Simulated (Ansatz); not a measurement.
Basis-set extrapolation for C3H6ClN (`CC(Cl)C=N`) (PBE0-D4/def2-TZVP geometry, frozen core, Ansatz). Multiplicity 1, RHF reference.

```csv
,def2-TZVPP,def2-QZVPP
HF,-631.109624,-631.130194
MP2 correlation,-0.897774,-0.963630
CCSD(T) correlation,-0.985044,not run
```

Energies in hartree. Use E(X) = E(∞) + A·exp(−7.88·√X) for Hartree–Fock and E(X) = E(∞) + B·X^(−2.97) for correlation, with X = 3 and 4, and add CCSD(T) minus MP2 of the smaller set to the MP2 limit.

Problem. What is the CCSD(T) energy at the basis-set limit?

Solution. HF limit: -631.130194 + (-0.020570) × 0.13774 = -631.13303. MP2 limit: -0.963630 + (-0.065856) × 0.74074 = -1.01241. Higher-order term: -0.985044 − (-0.897774) = -0.08727. Total: -632.23271 hartree, 3.76 eV below CCSD(T)/def2-TZVPP.
